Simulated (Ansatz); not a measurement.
# Acetaldehyde (C₂H₄O): basis-set convergence

One table from this session's results is given with a row withheld; the runs are named, their logs left out.

The runs use Ansatz 0.2.0, Gaussian basis; one geometry, several basis sets.

Plan: PBE0-D4/def2-SVP; ωB97M-V/def2-SVP; PBE0-D4/def2-QZVPP; ωB97M-V/def2-QZVPP; CCSD(T)/cc-pV(D+d)Z; CCSD(T)/cc-pV(T+d)Z; CCSD(T)/cc-pV(Q+d)Z; the functionals' def2-TZVPP values are taken from earlier runs.

## Structure used throughout

The geometry comes from an earlier relaxation with PBE0-D4 in a triple-zeta def2 set; it is a stationary point, not always the lowest conformer.

7 atoms, charge 0, spin multiplicity 1.

Atoms are counted from 1 here; the program's logs count them from 0.

Bond lengths: C1–C2 1.494 Å, C1–H4 1.095 Å, C1–H5 1.089 Å, C1–H6 1.095 Å, C2–O3 1.200 Å, C2–H7 1.113 Å. Angles: C2–C1–H4 109.4°, C2–C1–H5 110.9°, C2–C1–H6 109.4°, H4–C1–H5 110.2°, H4–C1–H6 106.5°, H5–C1–H6 110.2°, C1–C2–O3 124.8°, C1–C2–H7 115.0°, O3–C2–H7 120.2°.

Set-up of the first run:

The input, in.yaml:

```yaml
crystal:
  periodic: [false, false, false]
  atoms:
    - {symbol: C, position_ang: [-0.499818, 0.319021, -0.256180]}
    - {symbol: C, position_ang: [0.667987, -0.423127, 0.307832]}
    - {symbol: O, position_ang: [1.558899, -0.893585, -0.343780]}
    - {symbol: H, position_ang: [-1.426795, -0.181454, 0.041288]}
    - {symbol: H, position_ang: [-0.435887, 0.378567, -1.341683]}
    - {symbol: H, position_ang: [-0.535753, 1.323878, 0.176454]}
    - {symbol: H, position_ang: [0.671366, -0.523300, 1.416068]}
basis:
  gaussian: {orbitals: def2-SVP}
hamiltonian: {xc: pbe0, dispersion: d4}
output: {orbitals: {seedname: orbitals}}
```

Started as:

```console
ansatz run in.yaml --threads 2 --pin off --events-out ev --progress --plain --max-ram 32768MiB --backend cpu
```

Steps of the session up to this table: PBE0-D4 in def2-SVP; ωB97M-V in def2-SVP; PBE0-D4 in def2-QZVPP; ωB97M-V in def2-QZVPP.

One table of the session follows, with a row left open; its other results are not shown here.

It belongs to the step «Functionals by basis». 

| functional | basis | HOMO (eV) |
| --- | --- | --- |
| PBE0-D4 | def2-SVP | -7.32 |
| PBE0-D4 | def2-TZVPP | -7.49 |
| PBE0-D4 | def2-QZVPP | -7.53 |
| ωB97M-V | def2-SVP | -9.73 |
| ωB97M-V | def2-TZVPP | ? |
| ωB97M-V | def2-QZVPP | -9.95 |

Q: Estimate the row for ωB97M-V, def2-TZVPP from the others.

As computed: HOMO (eV): -9.91. In the column «HOMO (eV)» it lies between ωB97M-V, def2-QZVPP (-9.95) and ωB97M-V, def2-SVP (-9.73).
